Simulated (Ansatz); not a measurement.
Compare A (`C=C=NC`) with its isomer B (`C=C=CN`).

Calculated with Ansatz (gas phase, PBE0-D4/def2-TZVP geometries, no zero-point term in ΔE). CCSD(T)/CBS adds triple-zeta CCSD(T) − MP2 to the extrapolated MP2 energy (def2 sets, frozen cores). DFT in def2-TZVPP. B3LYP here is the variant with VWN-RPA as its local correlation; programs differ in this. Each species was taken in one conformer, which may not be the lowest.

A:

```xyz
9

C    -0.198   -1.435   -1.351
C     0.005   -0.286   -0.760
N     0.207    0.810   -0.287
C     0.145    1.107    1.128
H     0.625   -2.116   -1.519
H    -1.190   -1.711   -1.683
H     1.109    1.511    1.443
H    -0.101    0.233    1.739
H    -0.603    1.886    1.290
```

B:

```xyz
9

C     0.330    0.863    1.636
C    -0.085    0.170    0.616
C    -0.540   -0.499   -0.411
N    -0.070   -0.428   -1.726
H     1.065    0.471    2.335
H    -0.042    1.866    1.835
H    -1.411   -1.134   -0.276
H    -0.083   -1.317   -2.203
H     0.836    0.009   -1.807
```

Q: Which isomer does CCSD(T)/CBS put lower? Give the gap. (Estimate.)

A: Computed: A, by 22.0 kJ/mol.

Q: Give E(B) − E(A) in kJ/mol with HF/def2-TZVPP, MP2/def2-TZVPP, BLYP-D4, CCSD/def2-TZVPP, CCSD(T)/def2-SVP, r2SCAN-D4, B3LYP. (An estimate is asked.)

A: Computed: HF/def2-TZVPP 33.1, MP2/def2-TZVPP 31.3, BLYP-D4 30.7, CCSD/def2-TZVPP 25.9, CCSD(T)/def2-SVP 32.5, r2SCAN-D4 30.1, B3LYP 28.9. None reverses the order clearly.

Q: Does the order hold for the free energy at 298.15 K (harmonic terms from PBE0-D4)? (An estimate is asked.)

A: Ansatz gave: Yes: G(B) − G(A) = +25.5 kJ/mol, for one conformer each.

Largest T1 diagnostic: 0.014.

Leaving LDA and LC-ωPBE aside and taking each functional with its dispersion term where it has one, the values, not all of them listed here, spread over 5.1 kJ/mol, from ωB97M-V to B2PLYP. LDA lies −6.3 kJ/mol from PBE without D4. At CCSD(T), def2-SVP lies +10.5 kJ/mol from the extrapolated value and def2-TZVPP +4.6 kJ/mol.
